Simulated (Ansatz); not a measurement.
We consider 2H WS2, described by PBE (Ansatz, a first-principles code, plane waves, PAW).

Settings: plane-wave cutoff 520 eV, 12×12×4 k mesh (along the axes of the cell as run), Fermi–Dirac smearing 0.01 eV, no spin polarisation, scalar-relativistic PAW data made under PBE.

Cell (measured lattice):

```xyz
6
Lattice="-1.5765 2.7306 0.0000 3.1530 0.0000 0.0000 0.0000 0.0000 -12.3230" Properties=species:S:1:pos:R:3 pbc="T T T"
W      1.5765     0.9102    -3.0808
W      0.0000     1.8204    -9.2423
S      1.5765     0.9102   -10.8073
S      0.0000     1.8204    -4.6458
S      0.0000     1.8204    -1.5157
S      1.5765     0.9102    -7.6772
```

Problem. Give the computed band gap, smallest direct gap on the k points sampled and direct gap at Γ.

Solution. 
band gap: 0.97 eV
smallest direct gap on the k points sampled: 1.83 eV
direct gap at Γ: 2.30 eV

Note: cell and atoms aren't relaxed at this level (largest force component 0.24 eV/Å, pressure 5.0 GPa).

Spin–orbit coupling is not included.

The computed numbers hold no vibrational or temperature effects.
